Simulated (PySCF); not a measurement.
Species: C4H5Cl.
Numbering: `[CH2:1]=[C:2]=[CH:3][CH2:4][Cl:5]` (hydrogens: H6, H7 on C1; H8 on C3; H9, H10 on C4)

Structure optimised with GFN2-xTB, isolated species.

(1) Give the optimised bond lengths and angles.

Results:

(1) 
| bond | length (bohr) |
| --- | --- |
| C1=C2 | 2.442 |
| C2=C3 | 2.456 |
| C3–C4 | 2.817 |
| C4–Cl5 | 3.408 |
| C1–H6, C1–H7 | 2.038 |
| C3–H8 | 2.044 |
| C4–H9, C4–H10 | 2.059 |

Bonds in one row agree within 0.02 bohr and their mean is given. A selection of angles:
| angle | degrees |
| --- | --- |
| C2–C1–H6 | 121.6 |
| H6–C1–H7 | 116.6 |
| C1–C2–C3 | 178.9 |
| C2–C3–C4 | 123.4 |
| C2–C3–H8 | 120.3 |
| C4–C3–H8 | 116.2 |
| C3–C4–Cl5 | 110.0 |
| C3–C4–H9 | 111.9 |
| Cl5–C4–H9 | 106.6 |
| Cl5–C4–H10 | 105.8 |
| H9–C4–H10 | 110.7 |

Torsions: C2–C3–C4–Cl5 -109° (anticlinal). The mirror-image conformer, all signs reversed, is as good.

The C–C distances run from 1.292 Å (C1=C2, drawn double) to 1.490 Å (C3–C4, drawn single), a spread of 0.198 Å.

Point group: C1 (no symmetry element, even within 0.4 Å). Stationary, but not proved a minimum. The numbers are those of one conformer.

All values are computed, not measured.
